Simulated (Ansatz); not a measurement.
The first iterations of a band of C4H10O2 (16 atoms, charge 0, multiplicity 1).

Computed with RKS PBE0-D4/def2-SVP (Ansatz).

| Property | Result |
| --- | --- |
| movable images | 3 |
| climbing image | yes |
| spring | 5.0 eV/Å² |
| optimiser | quadratic models (default) |
| start path | through a guess of the saddle point |
| force threshold | 0.05 eV/Å |
| iteration limit | 60 |
| end points | relaxed |

Initial state:

```xyz
16
Properties=species:S:1:pos:R:3
C -1.249 -1.370 1.285
O -0.364 -1.467 0.204
C 0.319 -0.303 -0.080
C 1.316 -0.606 -1.175
O -0.607 0.678 -0.472
C -0.198 1.995 -0.275
H -1.695 -2.362 1.437
H -0.722 -1.074 2.214
H -2.051 -0.638 1.092
H 0.842 0.065 0.838
H 2.018 -1.385 -0.847
H 0.773 -0.964 -2.061
H 1.890 0.292 -1.446
H 0.062 2.195 0.784
H -1.033 2.651 -0.557
H 0.677 2.271 -0.896
```

Final state:

```xyz
16
Properties=species:S:1:pos:R:3
C -1.323 -1.362 1.215
O -0.436 -1.455 0.135
C 0.306 -0.316 -0.094
C 1.291 -0.617 -1.200
O -0.569 0.728 -0.443
C -0.097 2.012 -0.179
H -1.820 -2.335 1.318
H -0.787 -1.136 2.159
H -2.084 -0.581 1.052
H 0.843 -0.016 0.840
H 1.902 0.266 -1.433
H 1.958 -1.439 -0.905
H 0.733 -0.914 -2.099
H 0.181 2.142 0.886
H -0.904 2.720 -0.416
H 0.784 2.282 -0.794
```

| iteration | highest image above the first end (eV) | largest band force component (eV/Å) |
| --- | --- | --- |
| 1 | 160.070 | 491.698 |
| 2 | 27.424 | 56.387 |
| 3 | 20.498 | 42.367 |
| 4 | 9.229 | 20.160 |

**Question.** Does the band converge within its limit, and where does its top end?

**Answer.** The forces met the threshold. It ended after 12 iterations with the highest image 0.134 eV above the first end. The profile has 2 maxima (images 1, 3) with wells between them (image 2): this band takes more than one step, which may be the mechanism or a detour left from its start path. Another band between the same ends (5 images) ends at a top of the same energy, where a vibrational analysis finds 1 clearly imaginary mode. So few images can step over the top or miss a turn of the path.

Run time: 2.8 min on 2 threads of Arm Neoverse V2, on a shared host, peak memory 0.36 GiB.
